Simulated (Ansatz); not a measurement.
# AlClH3Si: the cost of one run

Program: Ansatz 0.2.0. Level of theory: RKS PBE0-D4/def2-TZVP. These are calculated values, not measurements.

## 1. The starting structure

Bond lengths: Si1–Al2 2.351 Å, Al2–Cl3 2.163 Å, Si1–H4 1.537 Å, Si1–H5 1.537 Å, Al2–H6 1.666 Å. Angles: Si1–Al2–Cl3 129.5°, Si1–Al2–H6 137.8°, Cl3–Al2–H6 92.8°, Al2–Si1–H4 95.9°, Al2–Si1–H5 95.9°, H4–Si1–H5 95.1°.

Coordinates:

```xyz
6

Si   -0.3899   -0.3470   -1.5306
Al    0.7006   -0.1712    0.5449
Cl    0.0663    0.8361    2.3510
H    -1.7497   -0.7770   -0.9575
H    -0.7549    1.1420   -1.6430
H     2.1276   -0.6828    1.2353
```

## 2. Relaxing end A

Contents of input.yaml:

```yaml
crystal:
  periodic: [false, false, false]
  atoms:
    - { symbol: Si, position_ang: [-0.38986, -0.34696, -1.53061] }
    - { symbol: Al, position_ang: [0.70055, -0.17116, 0.54489] }
    - { symbol: Cl, position_ang: [0.06634, 0.83606, 2.35096] }
    - { symbol: H, position_ang: [-1.74974, -0.77704, -0.95753] }
    - { symbol: H, position_ang: [-0.75494, 1.14195, -1.64305] }
    - { symbol: H, position_ang: [2.12764, -0.68285, 1.23535] }
total_charge: -1
basis:
  gaussian: { orbitals: def2-TZVP }
hamiltonian:
  xc: pbe0
  dispersion: d4
relax:
  f_tol: 0.015
  max_steps: 40
output:
  orbitals: {}
```

On the command line:

```console
> ansatz run input.yaml --threads 2 --pin off --max-ram 3072MiB --backend cpu --events-out ev --progress --plain --runs-dir out
```

What time and memory should one allow on 2 threads of Arm Neoverse V2, shared host?

About 52 s, with a peak of 0.26 GiB.
